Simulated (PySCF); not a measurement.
**HAsF, quartet: the ladder up to RCCSDT**

Geometry: that of the HAsF, doublet, kept fixed. The doublet lies 5.1 eV lower here.

```xyz
3

F     0.0000    0.0357    1.3983
As    0.0000   -0.0292   -0.3476
H     0.0000    1.4974   -0.5163
```

Basis cc-pVDZ; PySCF 2.14.0. Only valence electrons are correlated (noble-gas cores and the filled d shells of p-block atoms frozen), which leaves 13 electrons in 31 orbitals. Prefix R: restricted or restricted open-shell reference; prefix U: unrestricted. No spin–orbit coupling is included, and no scalar relativity.

Full CI isn't at hand for all of this; RCCSDT serves as the reference. It lacks quadruple excitations, which often exceed the step from CCSD(T) to CCSDT. The frozen core follows each run's orbitals, which can shift R against U totals by a few meV for light atoms and by up to 0.1 eV past Ca.

The UHF ⟨S²⟩ is 3.761. The T1 diagnostic (ROHF- or RHF-based CCSD) is 0.0338 and the largest doubles amplitude (ROHF- or RHF-based CCSD) is 0.046.

| level | E − E(RCCSDT) (mEh) | share of correlation (%) | wall time |
| --- | --- | --- | --- |
| RHF | 297.11 | 0.00 | – |
| RMP2 | 23.63 | 92.05 | – |
| RCCSD | 7.69 | 97.41 | – |
| RCCSD(T) | 0.92 | 99.69 | 2.9 s |

The correlation energy at RCCSDT, counted from RHF, is -8.085 eV. That run took 8.1 min on 1 thread of Arm Neoverse V1, shared host.

Run but not shown, since their state, orbitals or frozen core can't be matched to the reference's or they repeat it: UHF, UMP2, UCCSD, UCCSD(T).

Times are those of the correlated step on a shared host, with one SCF added for the restricted CCSD run; they ran on 1 thread of Arm Neoverse V1.
